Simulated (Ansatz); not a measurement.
Relaxation of CH7B (9 atoms, charge 0, multiplicity 1), to a largest force component of 0.03 eV/Å in at most 50 steps.

These are results of RKS B3LYP-D4/def2-SVP (Ansatz 0.2.0), not measurements.

```xyz
9
Properties=species:S:1:pos:R:3:forces:R:3
B 0.500 -1.493 0.313 -0.42 -0.01 0.56
C -0.403 1.201 -0.250 -0.31 0.41 0.14
H -0.598 -1.976 0.214 0.00 0.00 0.00
H 0.944 -1.214 1.397 0.00 0.00 0.00
H 0.220 0.349 -0.520 0.24 -0.28 -0.14
H 1.156 -1.332 -0.647 0.52 -0.13 -0.60
H -1.102 1.392 -1.077 0.00 0.01 -0.01
H -0.968 1.002 0.669 -0.02 -0.01 0.04
H 0.252 2.070 -0.098 0.00 0.01 0.00
```

Q: Where does it end, and by what steps?

A: The run converged. After 6 steps the energy has fallen by 0.051 eV; H6 moved furthest, 0.28 Å.

| step | energy less start (eV) | largest force component (eV/Å) | accepted |
| --- | --- | --- | --- |
| 0 | 0.0000 | 0.596 | yes |
| 1 | -0.0298 | 0.468 | yes |
| 2 | -0.0450 | 0.178 | yes |
| 3 | -0.0478 | 0.104 | yes |
| 4 | -0.0497 | 0.160 | yes |
| 5 | -0.0496 | 0.162 | no |
| 6 | -0.0513 | 0.006 | yes |

```xyz
9
Properties=species:S:1:pos:R:3
B 0.502 -1.508 0.321
C -0.411 1.222 -0.254
H -0.636 -1.884 0.207
H 0.909 -1.124 1.387
H 0.271 0.449 -0.651
H 1.258 -1.593 -0.614
H -1.167 1.440 -1.021
H -0.905 0.876 0.663
H 0.180 2.122 -0.037
```

Whether the end is a true minimum wasn't checked by a vibrational analysis.

The run took 8.9 s on 1 CPU thread of a shared host.
